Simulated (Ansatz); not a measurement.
The inner images of a band of BClH4O (7 atoms, charge 0, multiplicity 1) are given out of order.

Theory: RKS BHLYP-D4/def2-SVP in Ansatz 0.2.0.

Image 0:

```xyz
7
Properties=species:S:1:pos:R:3
B 0.017 -0.092 0.131
Cl -0.401 0.540 1.814
H 1.154 0.115 -0.189
H -0.848 0.093 -0.678
O -0.013 -1.731 0.332
H -0.879 -1.984 0.665
H 0.620 -1.970 1.016
```

Image 6:

```xyz
7
Properties=species:S:1:pos:R:3
B -0.094 -0.386 -0.610
Cl 0.731 -0.420 3.202
H 0.609 0.528 -0.294
H -0.541 -0.514 -1.717
O -0.375 -1.299 0.339
H -0.938 -2.016 0.058
H 0.258 -0.923 2.114
```

Problem. Put them in order from the first end to the last, with their energies above the first end.
A.
```xyz
7
Properties=species:S:1:pos:R:3
B 0.013 -0.443 -0.513
Cl 0.106 -0.036 2.929
H 1.033 0.178 -0.469
H -0.961 -0.054 -1.096
O -0.007 -1.627 0.130
H -0.837 -2.096 0.060
H 0.302 -0.952 2.050
```
B.
```xyz
7
Properties=species:S:1:pos:R:3
B 0.075 -0.316 -0.100
Cl -0.084 0.194 2.103
H 1.139 0.135 -0.377
H -0.947 0.040 -0.602
O 0.111 -1.715 0.364
H -0.715 -2.176 0.211
H 0.070 -1.191 1.491
```
C.
```xyz
7
Properties=species:S:1:pos:R:3
B 0.046 -0.102 0.125
Cl -0.152 0.533 1.857
H 1.110 0.161 -0.354
H -0.938 0.031 -0.551
O 0.102 -1.737 0.414
H -0.752 -2.133 0.231
H 0.234 -1.783 1.369
```
D.
```xyz
7
Properties=species:S:1:pos:R:3
B 0.070 -0.455 -0.357
Cl -0.071 0.139 2.491
H 1.117 0.114 -0.431
H -0.967 0.040 -0.697
O 0.099 -1.732 0.104
H -0.753 -2.165 0.108
H 0.155 -0.970 1.872
```
E.
```xyz
7
Properties=species:S:1:pos:R:3
B -0.045 -0.410 -0.589
Cl 0.399 -0.243 3.155
H 0.858 0.349 -0.398
H -0.832 -0.274 -1.485
O -0.154 -1.456 0.252
H -0.885 -2.043 0.071
H 0.310 -0.953 2.085
```

Solution. C (+0.03 eV), B (+0.88 eV), D (+0.04 eV), A (-0.08 eV), E (-0.11 eV).

The run took 63 s on 1 thread of AMD EPYC 9R45 96-Core Processor (Zen 5) (shared host), peak memory 0.13 GiB.
